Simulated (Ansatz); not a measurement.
A displaced shape of singlet AlH:

```
atom    x (Å)    y (Å)    z (Å)
  Al  -0.0179  -0.0020  -0.0725
   H   0.0484  -0.0116   1.5535
```

It was optimised with PBE0/def2-SVP in Ansatz (development build ahead of 0.2.0) to forces under 0.001 eV/Å, with restricted orbitals. Each step stands on the lowest determinant of that kind that the program's search found.

Question: What shape does it relax to, and how does the optimisation go?

Answer:

```yaml
atoms:
  - { symbol: Al, position_ang: [-0.0187, -0.0019, -0.0925] }
  - { symbol: H, position_ang: [0.0492, -0.0118, 1.5735] }
```

Bond lengths: Al1–H2 1.667 Å.

| step | E − E(start) (eV) | largest force (eV/Å) |
| --- | --- | --- |
| 1 | 0.0000 | 0.4273 |
| 2 | -0.0081 | 0.0747 |
| 3 | -0.0083 | 0.0002 |

The optimisation ended after 3 steps with its threshold met.
